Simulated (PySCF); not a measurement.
methylamine (CH5N), SMILES CN.

Coordinates come from a PBE0-D3(BJ)/def2-TZVP optimisation.

Level of theory: PySCF with ωB97X/def2-TZVPD.

Symmetry labels are those of the subgroup Cs that the program uses (full group Cs).

**Question.** List the valence orbital energies around the gap with their symmetry. (The exact figures need the calculation; the answer reports its results.)

**Answer.** 
| orbital | symmetry | energy (eV) |
|---|---|---|
| HOMO−7 | A' | -279.40 |
| HOMO−6 | A' | -27.38 |
| HOMO−5 | A' | -21.32 |
| HOMO−4 | A" | -16.43 |
| HOMO−3 | A' | -15.00 |
| HOMO−2 | A' | -13.93 |
| HOMO−1 | A" | -12.82 |
| HOMO | A' | -9.37 |
| LUMO | A' | 2.17 |
| LUMO+1 | A' | 2.96 |
| LUMO+2 | A" | 3.94 |
| LUMO+3 | A' | 4.29 |
